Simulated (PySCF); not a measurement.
Input of a run (PBE0-D3(BJ)/def2-SVP geometry optimisation, gas phase (PySCF 2.14.0)), started from MMFF94s:
```
{"job": {"xc": "PBE0", "basis": "def2-SVP", "d3": "d3bj", "grid": 1, "kind": "geom"}, "charge": 0, "multiplicity": 1}
C     -0.403572     1.318060    -0.517571
C     -0.428907    -0.015440    -0.358482
C     -1.724822    -0.773778    -0.334995
O      0.666680    -0.834544    -0.202682
C      1.956562    -0.234851    -0.207399
H     -1.324828     1.881252    -0.633474
H      0.512071     1.895598    -0.539186
H     -2.593043    -0.118276    -0.459227
H     -1.835613    -1.300802     0.618290
H     -1.743565    -1.512645    -1.142772
H      2.697105    -1.028939    -0.073166
H      2.064198     0.469814     0.623585
H      2.157734     0.254551    -1.165881
```

Output (energies in Eh, forces in Eh/bohr):
```
step   0  E = -231.99503053  max force = 0.015467
step   1  E = -231.99600752  max force = 0.006519
step   2  E = -231.99683176  max force = 0.001858
step   3  E = -231.99706676  max force = 0.001411
step   4  E = -231.99721597  max force = 0.002806
step   5  E = -231.99731954  max force = 0.000871
step   6  E = -231.99734618  max force = 0.000844
step   7  E = -231.99736630  max force = 0.000569
step   8  E = -231.99738174  max force = 0.000728
step   9  E = -231.99739369  max force = 0.000520
step  10  E = -231.99739580  max force = 0.000158
optimisation converged
```

Task: Summarise the run.

Result: The energy falls by 6.2 kJ/mol over 11 energy and gradient evaluations, the largest force component goes from 0.0155 to 1.6e-04 Eh/bohr, and the atoms move by 0.046 Å rms after alignment. The bond that changes most is C2–O4 (vinylic carbon bearing oxygen to ether oxygen), which shortens by 0.026 Å. Bonds longer at the end by more than 0.005 Å: 5 of 12; shorter: 3. Among the angles that change most is C1–C2–C3, from 121.3° to 124.5°. The energy never rose by more than 1e-6 Eh on the way. The first step brought 41 % of the lowering.

Task: What are the final bond lengths?

Result: C1=C2 1.343 Å, C2–C3 1.493 Å, C2–O4 1.351 Å, O4–C5 1.399 Å, C1–H6 1.090 Å, C1–H7 1.090 Å, C3–H8 1.097 Å, C3–H9 1.101 Å, C3–H10 1.101 Å, C5–H11 1.098 Å, C5–H12 1.105 Å, C5–H13 1.105 Å. Numbering counts from 1 in the input's order; the species is `C=C(C)OC` (2-methoxypropene).

The run used 110 basis functions and 69 SCF cycles in all. The force-field search had found conformers at 0.0, 1.7 kcal/mol (up to eight listed); the lowest was the start.

No PBE0-D3(BJ)/def2-SVP frequencies stand behind this structure, so it isn't proved a minimum. The numbers are those of one conformer.

Shape of the structure used: `[CH2:1]=[C:2]([CH3:3])[O:4][CH3:5]`: C1–C2–O4–C5 0°.
